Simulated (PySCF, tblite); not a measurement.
# C4H7O radical: geometry, infrared bands and EPR parameters

What infrared bands and EPR parameters should C4H7O radical (`CCC[C]=O`) show?

Programs: tblite 0.8.0 and PySCF 2.14.0, with density-fitted response routines of our own. Each step states its level of theory. These are calculated values for one molecule in the gas phase, unless marked as measured. Atoms are numbered from 0 throughout.

**1. The molecule as given**

12 atoms, charge 0, multiplicity 2; geometry from: force field or distance geometry start.

Bonds of the start (Å): C0–C1 1.50, C1–C2 1.53, C2–C3 1.45, C3–O4 1.18, C0–H5 1.10, C0–H6 1.10, C0–H7 1.09, C1–H8 1.10, C1–H9 1.11, C2–H10 1.10, C2–H11 1.10.

**2. Optimising the geometry with GFN2-xTB**

Job settings and geometry (Å):

```
{"job": {"kind": "relax", "xc": "GFN2-xTB", "basis": "xTB"}, "charge": 0, "multiplicity": 2}
C     -1.583300    -0.205500     0.040300
C     -0.126200    -0.546800     0.198000
C      0.786600     0.634900    -0.117500
C      2.193000     0.296700     0.035200
O      3.327400     0.008000     0.182900
H     -2.221300    -1.069500     0.279000
H     -1.877600     0.620900     0.703100
H     -1.803400     0.102400    -0.984400
H      0.128900    -1.402300    -0.442700
H      0.051600    -0.884300     1.242700
H      0.529000     1.481400     0.531300
H      0.596500     0.963300    -1.149800
```

On the command line:

```console
$ OMP_NUM_THREADS=1 python probes_run.py task.json out
```

This one command runs all jobs of the session in turn.

**Question.** This job is followed by: GFN2-xTB harmonic vibrations, gas phase; UKS B3LYP, pcH-1 on C H O, non-relativistic, mean-field spin-orbit, GIAO. What will the session give for the following? strongest single infrared mode (GFN2-xTB); zero-point energy (GFN2-xTB); g(iso) (B3LYP); ⟨S²⟩; largest a(iso) (averaged by class); surface potential, 1st and 99th percentile.

As calculated:

```
                                 quantity                  value
strongest single infrared mode (GFN2-xTB)  1901 cm⁻¹, 308 km/mol
             zero-point energy (GFN2-xTB)          62.2 kcal/mol
                           g(iso) (B3LYP)                2.00044
                                     ⟨S²⟩     0.752 (exact 0.75)
       largest a(iso) (averaged by class)   13C on C3, 337.5 MHz
    surface potential, 1st and 99th percentile     -1.37 V and 1.13 V
```

Over 38 steps the energy fell by 0.574 eV; of the close pairs, C2–C3 changed most, 1.455 to 1.480 Å. No mode is imaginary among the 30: a minimum at this level. The strongest single mode, at 1901 cm⁻¹, moves mainly C3 and O4. Unscaled tight-binding wavenumbers are off by several per cent, some by more. Its intensities can rank the bands wrongly. C3 carries the largest spin population, 0.67 e. The isotropic g lies 1.9 ppt below the free-electron value.
